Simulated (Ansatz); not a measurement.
```yaml
crystal:
  periodic: [false, false, false]
  atoms:
    - {symbol: Al, position_ang: [-1.702810, 0.573080, -0.193644]}
    - {symbol: Ga, position_ang: [0.733085, -0.251497, 0.104627]}
    - {symbol: H, position_ang: [-3.212265, 1.009528, -0.046892]}
    - {symbol: H, position_ang: [-0.588663, 1.710121, -0.736746]}
    - {symbol: H, position_ang: [-1.326807, -0.663392, -1.270168]}
basis:
  gaussian: {orbitals: def2-TZVP}
magnetization: {spin_polarized: true, initial_magnetization: 1}
hamiltonian: {xc: pbe0}
relax: {f_tol: 0.004, max_steps: 80}
```

```sh
$ ansatz run in.yaml --threads 1 --pin off --events-out ev --progress --plain --max-ram 2176MiB
```

Steps of the relaxation (energy above the last step; positions in Å, forces in eV/Å):

```
5
step 1, 192.9 meV
Al   -1.703    0.573   -0.194    0.196    0.159   -0.978
Ga    0.733   -0.251    0.105   -0.340    0.155   -0.221
H    -3.212    1.010   -0.047   -0.063   -0.044    0.281
H    -0.589    1.710   -0.737    0.026   -0.387    0.402
H    -1.327   -0.663   -1.270    0.182    0.116    0.515
```

```
5
step 2, 46.9 meV
Al   -1.763    0.624   -0.338    0.158   -0.056    0.030
Ga    0.636   -0.186   -0.051   -0.001    0.003   -0.012
H    -3.271    1.022   -0.020    0.158   -0.025   -0.108
H    -0.471    1.675   -0.593   -0.295   -0.402   -0.054
H    -1.228   -0.757   -1.140   -0.021    0.479    0.144
```

```
5
step 3, 9.6 meV
Al   -1.775    0.621   -0.307    0.098   -0.047    0.074
Ga    0.629   -0.183   -0.054   -0.059    0.028   -0.045
H    -3.281    1.026   -0.025    0.066   -0.002   -0.081
H    -0.480    1.601   -0.621   -0.069   -0.044    0.014
H    -1.191   -0.687   -1.135   -0.036    0.065    0.038
```

```
5
step 4, 3.9 meV
Al   -1.771    0.614   -0.282   -0.030   -0.007    0.074
Ga    0.630   -0.178   -0.081   -0.007    0.008   -0.028
H    -3.278    1.031   -0.052    0.008    0.006   -0.039
H    -0.486    1.590   -0.609    0.021    0.018    0.001
H    -1.192   -0.680   -1.119    0.008   -0.025   -0.008
```

```
5
step 9, 0.0 meV
Al   -1.780    0.606   -0.232   -0.004    0.001    0.001
Ga    0.642   -0.165   -0.152    0.001    0.000    0.000
H    -3.293    1.049   -0.110    0.003   -0.001    0.000
H    -0.482    1.572   -0.571    0.001    0.002    0.000
H    -1.184   -0.684   -1.078    0.000   -0.002   -0.001
```

Close pairs at the end: Al1–H3 1.581 Å, Al1–H4 1.653 Å, Al1–H5 1.653 Å, Ga2–H4 2.112 Å, Ga2–H5 2.112 Å, Al1–Ga2 2.543 Å.

A stationary point of unrestricted PBE0 after 9 steps, with ⟨S²⟩ = 0.755 against 0.75 for a pure state; no frequencies were run, so it isn't proven a minimum. 77 s on 1 thread of Arm Neoverse N1, shared host.
